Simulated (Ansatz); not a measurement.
# Al2Ga, doublet: vertical spin and charge gaps

Geometry (PBE0/def2-TZVP stationary point for this spin, not checked as a minimum):

```xyz
3

Al    0.0000   -1.2668    1.2100
Al    0.0000    1.2668    1.2100
Ga    0.0000    0.0000   -0.9365
```

Basis cc-pVDZ; Ansatz 0.2.0. Correlated methods freeze the noble-gas cores and the filled d shells of p-block atoms. Prefix R: restricted or restricted open-shell reference. Active spaces: valence = (9e, 12o) chosen from the atoms' valence shells. No spin–orbit coupling is included, and no scalar relativity.

Gaps are energies of the second state less the first, at fixed atoms, for a selection of the levels run; each method lands on the state that its own search finds for that charge and spin.

Unrestricted Kohn–Sham rows aren't spin-pure: their determinants' ⟨S²⟩ exceeds S(S+1) by up to 0.86, so they mix in states of higher spin. For open shells CISD is restricted-active-space CI with the open shells as a complete middle space. A value is left out where its run failed or describes another state than the reference as far as symmetry and spin tell, or, spin-broken singlets apart, can't be checked.

Removing an electron, to the singlet: 6.638 eV at RCCSDTQ.

```
                   level  gap (eV)  error (meV)  ⟨S²⟩ where 0.1 over S(S+1) (first / second)
                     RHF     6.065         -573                                        – / –
                    RMP2     6.562          -76                                        – / –
                    CISD     6.458         -180                                        – / –
                   RCCSD     6.575          -63                                        – / –
                RCCSD(T)     6.627          -11                                        – / –
                 BCCD(T)     6.623          -15                                        – / –
                  RCCSDT     6.633           -5                                        – / –
               RCCSDT(Q)     6.638            0                                        – / –
  CASSCF (valence space)     5.943         -695                                        – / –
  NEVPT2 (valence space)     6.466         -172                                        – / –
  MRCISD (valence space)     6.545          -93                                        – / –
MRCISD+Q (valence space)     6.630           -8                                        – / –
                     PBE     6.659           21                                     – / 0.80
                    PBE0     6.650           12                                     – / 0.86
                   B3LYP     6.596          -42                                     – / 0.85
                 wB97M-V     6.538         -100                                     – / 0.64
                 RPA-PBE     6.774          136                                     – / 0.80
```

Removing an electron, to the triplet: 6.574 eV at RCCSDTQ.

| level | gap (eV) | error (meV) |
| --- | --- | --- |
| RHF | 5.576 | -998 |
| CISD | 6.207 | -367 |
| RCCSD(T) | 6.564 | -10 |
| BCCD(T) | 6.565 | -9 |
| RCCSDT | 6.553 | -21 |
| RCCSDT(Q) | 6.576 | 2 |
| CASSCF (valence space) | 5.936 | -638 |
| PBE0 | 6.562 | -12 |
| B3LYP | 6.543 | -31 |
| RPA-PBE | 6.725 | 151 |

**Question.** PBE gives 0.394 eV for quartet less doublet. Estimate what RCCSDTQ gives in cc-pVDZ.

**Answer.** RCCSDTQ in cc-pVDZ gives 0.470 eV, so against it PBE is off by -0.076 eV.

```tsv
level	gap (eV)	error (meV)
RHF	-0.289	-759
RMP2	0.430	-40
CISD	0.110	-360
RCCSD	0.333	-137
RCCSD(T)	0.457	-13
BCCD(T)	0.458	-12
RCCSDT	0.450	-20
RCCSDT(Q)	0.472	2
CASSCF (valence space)	0.523	53
NEVPT2 (valence space)	0.511	41
MRCISD (valence space)	0.486	16
MRCISD+Q (valence space)	0.479	9
PBE0	0.274	-196
B3LYP	0.383	-87
wB97M-V	0.381	-89
RPA-PBE	0.505	35
```

Wrong sign: RHF.

In so small a basis the reference is far from its limit while semilocal and hybrid functionals are nearer theirs (RPA and double hybrids share much of the reference's basis error), so the functionals' errors here hold much of the reference's basis and frozen-core error, which can add to them or hide them.

Full CI isn't at hand for all of this; RCCSDTQ serves as the reference, and is uncertain by about the last step of the cluster series.
